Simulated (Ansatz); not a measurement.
## Trigonal Se: smallest direct gap on the k points sampled by level of theory

No measured value is used here.

```csv
level (code),value (eV),cell (Å³/atom)
LDA+SOC (Ansatz),1.00,27.26
RPBE (Ansatz),1.31,27.26
rVV10 (Ansatz),0.64,26.78
r²SCAN+SOC (Ansatz),1.39,27.26
r²SCAN-D4 (Ansatz),1.38,27.54
r²SCAN0 (Ansatz),2.88,27.26
G0W0@PBE (Ansatz),1.97,27.26
```

At these levels the smallest gap is indirect and lower: LDA+SOC 0.90, RPBE 1.07, rVV10 0.56, r²SCAN+SOC 1.25, r²SCAN-D4 1.17, r²SCAN0 2.57, G0W0@PBE 1.69 eV. Computed values are for a static lattice. Levels without +SOC have no spin–orbit coupling; where heavier elements are present it shifts gaps, mostly down, and can invert bands.  Values are at the measured cell; rVV10 at the level's own relaxed cell; r²SCAN-D4 at the level's own equilibrium cell. Cutoffs and k meshes differ between the levels. Ansatz's density-functional and Hartree–Fock values are scalar-relativistic unless marked +SOC, with PAW data made under PBE.

Ansatz is a quantum-chemistry and plane-wave program.
